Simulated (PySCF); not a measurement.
Species: C4H5 (charge -1).
SMILES with atom numbers: `[C-:1]#[C:2][CH2:3][CH3:4]` (hydrogens: H5, H6 on C3; H7, H8, H9 on C4)

Cartesian coordinates in Å at the GFN2-xTB level; atoms count from 1:
```
atom  x, y, z in Å
C1     2.6092   -0.4703    0.6311
C2     1.5201    0.0085    0.3236
C3     0.2061    0.6012   -0.0523
C4    -0.9118   -0.4506   -0.1290
H5     0.2644    1.1101   -1.0385
H6    -0.1065    1.3782    0.6782
H7    -0.6619   -1.2121   -0.8701
H8    -1.8809   -0.0102   -0.4036
H9    -1.0251   -0.9486    0.8356
```

The closed-shell SCF was solved with PySCF and density fitting under several settings on one GFN2-xTB geometry (grid level 2 and gas phase unless stated).

```json
{"settings": "PBE0/pcSseg-1", "basis functions": "93", "SCF cycles": "14", "E (Eh)": "-155.1206", "HOMO (eV)": "-0.28", "LUMO (eV)": "5.39"}
{"settings": "HSE06/def2-SVPD", "basis functions": "120", "SCF cycles": "14", "E (Eh)": "-155.0523", "HOMO (eV)": "-0.29", "LUMO (eV)": "3.91"}
```

Question: Estimate the rows for these settings: (1) LDA/def2-SVP, grid level 3; (2) PBE0/pcSseg-1, IEF-PCM acetone.

Answer: 
```tsv
settings	basis functions	SCF cycles	E (Eh)	HOMO (eV)	LUMO (eV)
LDA/def2-SVP, grid level 3	81	15	-153.7444	1.53	4.88
PBE0/pcSseg-1, IEF-PCM acetone	93	12	-155.2300	-5.71	1.93
```

Question: Over all rows, what range does the HOMO–LUMO gap span?

Answer: From 3.35 eV (LDA/def2-SVP, grid level 3) to 7.64 eV (PBE0/pcSseg-1, IEF-PCM acetone). The functional of the narrowest has no exact exchange, that of the widest 25 % exact exchange.

Cycle counts include a coarse-grid stage where the run had one. The HOMO energy is positive at LDA/def2-SVP; such an orbital is held in place by the finite basis. Geometry: GFN2-xTB; no vibrations or thermal averaging.
